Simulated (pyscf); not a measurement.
Thermochemistry of product channels of F–SiH₂–F + F• on the doublet surface, in kcal/mol, from ωB97M-D3(BJ)/def2-TZVP energies (ideal gas, 1 atm, RRHO with modes under 100 cm⁻¹ raised to 100, one conformer, R ln 2 for rigid chiral ones). Single points on ωB97X-D3(BJ)/def2-SVP structures (PySCF, gas phase).

```
products            ΔE  ΔH(298 K)  ΔG(298 K)  ΔG(1200 K)
---------------  -----  ---------  ---------  ----------
F–SiH•–F + HF    -35.9      -35.7      -38.0       -44.7
F–SiH(F)–F + H•  -62.9      -65.8      -64.3       -61.4
F–F + F–SiH₂•      ___     +122.0     +119.3      +111.9
F–Si•(F)–F + H₂  -65.6      -67.7      -67.7         ___
```

### Question
Fill in the missing entries.

### Answer

- F–F + F–SiH₂•, ΔE: +123.7
- F–Si•(F)–F + H₂, ΔG(1200 K): -69.1

These are energies of the channels, which say nothing of barriers. Left out: orbital degeneracy and the spin-orbit lowering of F.
